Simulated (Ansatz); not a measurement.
# Structure relaxation of ScW

All numbers below come from DFT PBE, scalar-relativistic, plane waves, PAW in Ansatz 0.2.0. Cutoff 420 eV, Γ-centred k mesh, Gaussian smearing, no spin polarisation in the final step.

A relaxed cell is given with its space group left out.

```
CELL_PARAMETERS angstrom
2.78471 0.00000 0.00000
0.00000 2.78471 0.00000
0.00000 0.00000 4.75401
ATOMIC_POSITIONS crystal
Sc 0.50000 0.50000 0.50000
W 0.00000 0.00000 0.00000
```

The zero of energy is the elements' standard structures at the same level; no fitted shifts are applied.

What space group does it have?

P4/mmm (No. 123). Conventional cell: a = 2.785 Å, c = 4.754 Å. Around Sc lie 4 Sc at 2.78 Å and 8 W at 3.09 Å; around W lie 4 W at 2.78 Å and 8 Sc at 3.09 Å.

What is its formation energy per atom?

0.34 eV/atom.

Is it a metal?

Yes, bands cross the Fermi level on the 18×18×14 mesh.

The final run used a 18×18×14 mesh on its 2-atom cell and 0.10 eV smearing. For metals, differences of a few meV/atom aren't resolved. Spin–orbit coupling is left out. The cell came from a trial start, so ScW may not exist in this structure.

Cost: 2 runs of about 2.7 core-minutes in all, on Arm Neoverse V2 (shared hosts).